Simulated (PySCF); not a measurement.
Molecule: `InChI=1S/N2O/c1-2-3`.

Structure with atom numbers: `[N:1]#[N+:2][O-:3]`.

Spin–spin couplings on one PBE0-D3(BJ)/def2-SVP geometry, PySCF 2.14, gas phase, non-relativistic, equivalent pairs averaged; isotopes $^{15}$N, $^{17}$O; functional B3LYP.

Problem. How do the couplings (Hz) change with the basis set? Times are CPU seconds on shared hosts with different chips, so compare them loosely. Far from the basis limit: 6-31G-J, pcJ-0, 6-31G*, cc-pVTZ, def2-TZVP.

Solution. 
```
    basis set  functions  $^{1}J$(N2,O3)  $^{1}J$(N1,N2)  $^{2}J$(N1,O3)  core-s
      6-31G-J         36           -71.6           -18.0             5.3     1.5
        pcJ-0         39           -78.4           -28.4            23.8     1.4
       6-31G*         42           -29.9            -3.7             6.2     1.6
        pcJ-1         81           -52.5            -6.0             5.5     1.5
      cc-pVTZ         90           -43.2            13.3             3.6     2.8
    def2-TZVP         93           -57.7           -10.8             3.3     2.9
aug-cc-pVTZ-J        138           -54.8            -8.8             4.0     4.8
        pcJ-2        153           -54.8            -8.5             5.3     5.1
```

The Fermi-contact term samples the wavefunction at the nucleus, which is why sets with added tight s functions (names with J) are made for couplings.
